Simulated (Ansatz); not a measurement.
**Magnesium, hcp: convergence with cold smearing**

Computed with Ansatz, PBE, scalar-relativistic PAW, on the relaxed cell (a = 3.195 Å, c = 5.188 Å (c/a = 1.624); spin not included). Errors count from a run at 420 eV on a Γ-centred 19×19×10 mesh with Fermi-Dirac smearing of 0.1 eV, extrapolated to zero width. Fixed here: cutoff 420 eV, mesh 11×11×6. The SCF starts from atomic densities corrected by a trained network.

```
width (eV)  E(σ→0) error (meV/atom)  F error (meV/atom)  P (GPa)  SCF iterations
      0.03                    -10.9               -10.9    -0.03               5
       0.1                    -11.0               -10.5    -0.04               5
       0.2                    -10.0                -8.9    -0.05               5
       0.3                     -8.8                -7.4    -0.05               5
       0.6                     -6.1                -4.5    -0.01               5
       1.0                     -1.9                -3.1     0.08               5
```

Problem. What does the run at 0.01 give (width)?

Solution. E(σ→0) error (meV/atom): -10.9; F error (meV/atom): -10.9; P (GPa): -0.03; SCF iterations: 5.
